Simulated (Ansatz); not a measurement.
**How far a parabola holds: energy against volume of fcc Pd**

Results of PBE (Ansatz, a program for electronic structure, PAW) for fcc Pd. Run with plane-wave cutoff 520 eV, 24×24×24 k mesh, Fermi–Dirac smearing 0.05 eV, scalar-relativistic PAW data made under PBE. The cell has no free parameter but its volume, all volumes share cutoff and mesh, and the runs aren't spin-polarised. Energies are free energies at the run's smearing, counted from the lowest row; static lattice.

```csv
V (Å³/atom),E (meV/atom)
14.406,?
14.712,14.05
15.019,3.36
15.325,0.00
15.632,3.07
15.938,11.78
```

The 5 complete rows are fitted with a parabola, E against V. With u = V - 15.3, the rows have u = -0.5880, -0.2810, 0.0250, 0.3320, 0.6380. Least squares gives E = 0.052 - 3.302·u + 34.391·u². Residuals (row less fit): 0.166, -0.335, 0.009, 0.324, -0.164; standard error 0.369 (degrees of freedom: 2). The fitted curve has its minimum at V = 15.3, where E = -0.03. Its curvature is d²E/dV² = 2 × 34.391 meV/Å⁶, so B = V0·d²E/dV² × 0.1602 = 169 GPa.

Q: Predict the withheld E at V = 14.406 from the fit, and compare with the calculation.

A: u = -0.8940, so E = 0.052 - 3.302 × (-0.8940) + 34.391 × (-0.8940)² = 30.491 meV/atom. The calculation gives 33.07 meV/atom, 2.579 meV/atom above the prediction (7.8 % of the range of E in the table). The row lies outside the fitted rows, so this is an extrapolation. From the scatter of the fitted rows alone, a prediction at this place has a standard error of 0.871 meV/atom, so the miss is 3.0 times that.

The residuals are curvature that a parabola lacks, not noise. A solid that stiffens under compression and softens on expansion lies above the parabola at the compressed end and under it at the expanded end, as this row does. A third-order Birch-Murnaghan fit to the whole scan has B0 = 168 GPa. Only scans are tabulated whose curvature falls smoothly with volume, and where the parabola meets the shown rows within 5 % of their range and misses the end by 0.1 meV or more.

Measured, for comparison: bulk modulus 195 GPa (zero-point energy and finite temperature contributions removed, sources range from 187 to 198; as tabulated in doi:10.1021/acs.jctc.3c00612). Computed less measured: bulk modulus -14 % (-10 % to -15 % over the range).
